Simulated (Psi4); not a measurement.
## Predicting a hybrid from its neighbours: CH6BN

CH6BN has 9 atoms, charge 0, and is taken as a singlet. SMILES: `CBN`. Geometry: relaxed at PBE0-D4/def2-TZVP.

The HOMO–LUMO gap y, in eV, basis cc-pVDZ; a is the functional's share of exact exchange. Programs: Psi4 1.11.

| functional | program | a | y (eV) |
| --- | --- | --- | --- |
| TPSS | Psi4 | 0 | 7.11 |
| revPBE | Psi4 | 0 | 6.88 |
| TPSSh | Psi4 | 0.1 | 8.06 |
| B3LYP | Psi4 | 0.2 | 8.77 |
| PBE0 | Psi4 | 0.25 | ? |
| BHLYP | Psi4 | 0.5 | 11.66 |

Fit y = c + s·a to the known rows and predict PBE0.


1. Means of the 5 rows: a = 0.1600, y = 8.496.
2. Σ(Δa)² = 0.172, Σ(Δa·Δy) = 1.5932, so the slope is 1.5932/0.172 = 9.2628.
3. Intercept: 8.496 − (9.2628) × 0.1600 = 7.014. The largest residual of the fit is 0.13.
4. PBE0: 7.014 + (9.2628) × 0.25 = 9.33 eV.

The run gave 9.27 eV, so the prediction is off by +0.06 eV, within the largest residual. Exact exchange lowers occupied levels and raises empty ones. The rows mix families of semi-local functionals, which the line can't see.
